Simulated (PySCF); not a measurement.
**doublet [BHF2]+ at 3 levels**

Aim: a comparison of 3 runs (UB2PLYP/STO-3G, UCISD/STO-3G, UCCSD(T)/STO-3G) of doublet [BHF2]+. The job is set up through a Python script.

The results are computed with PySCF 2.14.0.

12 further runs of the same task are left out: 2 that didn't finish, 10 set aside as unsound or not needed.

### 1 The molecule

The species is [BHF2]+ (4 atoms), meant as a doublet with charge +1. SMILES of the parent species: `FBF`. The coordinates come from a PBE0-D4/def2-TZVP relaxation. That shape belongs to the parent species and isn't relaxed for this state.

Bond lengths: F1–B2 1.313 Å, B2–F3 1.313 Å, B2–H4 1.191 Å. Angles: F1–B2–F3 118.1°, F1–B2–H4 121.0°, F3–B2–H4 121.0°.

### 2 The energy at UB2PLYP/STO-3G (run 1)

File run.py:

```python
from pyscf import gto, dft, mp

mol = gto.M(
    atom='''
F      1.154300     0.456900    -0.361900
B     -0.001900    -0.031000     0.025200
F     -1.095400     0.528700    -0.438900
H     -0.057000    -0.954600     0.775600
''',
    max_memory=1860,
    verbose=4,
    basis='sto-3g',
    charge=1,
    spin=1,
)

mf = dft.UKS(mol)
mf.xc = '0.53*HF + 0.47*B88, 0.73*LYP'
mf.conv_tol = 1e-10
mf.grids.level = 5
mf.kernel()
if not mf.converged:
    mf = mf.newton().run(mf.mo_coeff, mf.mo_occ)

pt = mp.MP2(mf, frozen=3).run()
energy = mf.e_tot + 0.27 * pt.e_corr
print('PT2 part  %.8f' % (0.27 * pt.e_corr))
print('E(%s) = %.9f' % ('B2PLYP', energy))
```

Command:

```
$ OMP_NUM_THREADS=1 python run.py
```

The program printed:

```text
PySCF version 2.14.0

[... 120 lines left out ...]
converged SCF energy = -221.341087439562  <S^2> = 0.76475764  2S+1 = 2.0147036
[... 1 line left out ...]
******** <class 'pyscf.mp.ump2.UMP2'> ********
nocc = (np.int64(9), np.int64(8)), nmo = (13, 13)
frozen orbitals 3
E(UMP2) = -221.511289741017  E_corr = -0.170202301454669
E(SCS-UMP2) = -221.500503644843  E_corr = -0.159416205280357
E_corr(same-spin) = -0.051722949767592
E_corr(oppo-spin) = -0.118479351687077
PT2 part  -0.04595462
E(B2PLYP) = -221.387042061
```

Run time: 5.1 s. Hardware: 1 thread of Arm Neoverse V1, shared host; peak memory 0.19 GiB.

### 3 The energy at UCISD/STO-3G (run 2)

File run.py:

```python
from pyscf import gto, ci

system = gto.M(
    atom='''
F      2.181311     0.863416    -0.683892
B     -0.003590    -0.058582     0.047621
F     -2.070006     0.999098    -0.829401
H     -0.107714    -1.803933     1.465672
''',
    unit='bohr',
    spin=1,
    charge=1,
    verbose=3,
    max_memory=1860,
    basis='sto-3g',
)

hf = system.UHF()
hf.conv_tol = 1e-10
hf.kernel()
if not hf.converged:
    hf = hf.newton().run(hf.mo_coeff, hf.mo_occ)

cisd = ci.CISD(hf, frozen=3)
cisd.kernel()
energy = cisd.e_tot
print('E(%s) = %.9f' % ('CISD', energy))
```

Command:

```
$ OMP_NUM_THREADS=1 python run.py
```

The program printed:

```text
converged SCF energy = -220.727920099719  <S^2> = 0.78760288  2S+1 = 2.0372559
E(UCISD) = -220.8566297717514  E_corr = -0.1287096720323102
E(CISD) = -220.856629772
```

Run time: 0.8 s. Hardware: 1 thread of Arm Neoverse V1, shared host; peak memory 0.12 GiB.

### 4 A single-point energy at UCCSD(T)/STO-3G (run 3)

File input.py:

```python
from pyscf import gto, cc

mol = gto.Mole()
mol.atom = 'F 1.154300 0.456900 -0.361900; B -0.001900 -0.031000 0.025200; F -1.095400 0.528700 -0.438900; H -0.057000 -0.954600 0.775600'
mol.charge = 1
mol.spin = 1
mol.basis = 'sto-3g'
mol.max_memory = 1860
mol.verbose = 4
mol.build()

hf = mol.UHF()
hf.conv_tol = 1e-10
hf.kernel()
if not hf.converged:
    hf = hf.newton().run(hf.mo_coeff, hf.mo_occ)

mycc = cc.CCSD(hf, frozen=3)
mycc.kernel()
e_t = mycc.ccsd_t()
e_tot = mycc.e_tot + e_t
print('E = %.10f Eh' % e_tot)
```

Command:

```
$ OMP_NUM_THREADS=1 python input.py
```

The program printed:

```text
PySCF version 2.14.0

[... 104 lines left out ...]
converged SCF energy = -220.727920101292  <S^2> = 0.78760285  2S+1 = 2.0372559
[... 12 lines left out ...]
Init t2, MP2 energy = -0.109448266302273
[... 20 lines left out ...]
UCCSD converged
[... 2 lines left out ...]
E = -220.8721231154 Eh
```

It took 0.92 s on 1 thread of Arm Neoverse V1, shared host; peak memory 0.12 GiB.

### 5 Overview of the runs

```
run            level  integration grid  energy (Eh)  HOMO energy (eV)  LUMO energy (eV)   ⟨S²⟩  wall time
  1   UB2PLYP/STO-3G                 5  -221.387042            -18.88            -13.16  0.765      5.1 s
  2     UCISD/STO-3G                 –  -220.856630            -20.75            -10.43  0.788      0.8 s
  3  UCCSD(T)/STO-3G                 –  -220.872123            -20.75            -10.43  0.788     0.92 s
```

### 6 What came out

```
                                                         quantity          value
                                              run 3: total energy  -220.87212 Eh
run 3: HOMO energy (Hartree–Fock orbitals) (highest over α and β)      -20.75 eV
 run 3: LUMO energy (Hartree–Fock orbitals) (lowest over α and β)      -10.43 eV
               run 3: correlation energy (3 core orbitals frozen)     -144.2 mEh
                                            run 3: (T) correction     -12.36 mEh
                         run 3: ⟨S²⟩ of the reference determinant          0.788
                                             run 3: T1 diagnostic          0.027
```

In runs 1, 2, 3 the basis is minimal, so the values are rough. All runs together took 6.8 s, the longest 5.1 s.
